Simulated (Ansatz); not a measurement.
Two structures of CH$_{6}$SSi, singlet, reached by relaxing down either side of one saddle point (PBE0-D4/def2-TZVP). Energies are electronic, without zero-point energy. Ansatz 0.2.0; basis: def2-TZVPP and def2-QZVPP; cores frozen in the correlated methods. Extrapolation: Hartree–Fock as exp(−7.88 √X), correlation as X^−2.97. First:

Si1  (-0.648, -0.306, 0.342)
H2  (-0.373, -0.912, 1.671)
S3  (-0.651, -1.821, -1.173)
H4  (0.612, -2.214, -0.940)
H5  (-2.040, 0.212, 0.322)
C6  (0.584, 1.050, -0.004)
H7  (0.385, 1.515, -0.971)
H8  (0.529, 1.820, 0.771)
H9  (1.603, 0.656, -0.017)
(Å)

Second:

Si1  (-0.684, -0.159, -0.762)
H2  (0.048, -1.583, 2.034)
S3  (-0.444, -1.544, -2.102)
H4  (0.111, -2.019, 1.429)
H5  (-1.953, 0.032, -0.009)
C6  (0.551, 1.117, -0.236)
H7  (0.160, 2.117, -0.447)
H8  (0.711, 1.055, 0.845)
H9  (1.501, 0.984, -0.753)
(Å)

Question: Which bonds change from the first to the second?

Answer: CH₆SSi ([CH3][SiH2][SH]) → CH₄SSi ([CH3][SiH][S]) + H₂; bonds formed: H2–H4; bonds broken: Si1–H2, S3–H4.

Question: Give the saddle point's structure and its height above each. (An estimate is asked for; the value comes from the calculation.)

Answer: Computed: 51.13 kcal/mol above the first and 22.32 kcal/mol above the second (CCSD(T) at an estimated basis limit (MP2 extrapolated from triple and quadruple zeta, plus CCSD(T) − MP2 in triple zeta)).
```xyz
9
angstrom
Si -0.5852 -0.3361 -0.1851
H -0.0645 -1.3090 1.1191
S -0.3527 -1.8005 -1.5569
H -0.0484 -1.8327 0.2984
H -1.9166 -0.0232 0.3969
C 0.5713 1.0997 -0.0239
H 0.3279 1.8130 -0.8190
H 0.4634 1.6066 0.9373
H 1.6050 0.7822 -0.1667
```

The T1 diagnostic stays at or below 0.017.

Labels in which every atom is bracketed show which atoms are joined, not bond orders.

For scale, one of the runs: CCSD(T)/def2-TZVPP, 199 basis functions, launched by `ansatz run in.yaml --threads 2 --pin off --events-out ev --progress --plain --max-ram 4352MiB`. Time: 47 s of wall clock on 2 CPU threads of an Arm Neoverse V2; the host was shared. Peak host memory: 2.2 GiB.
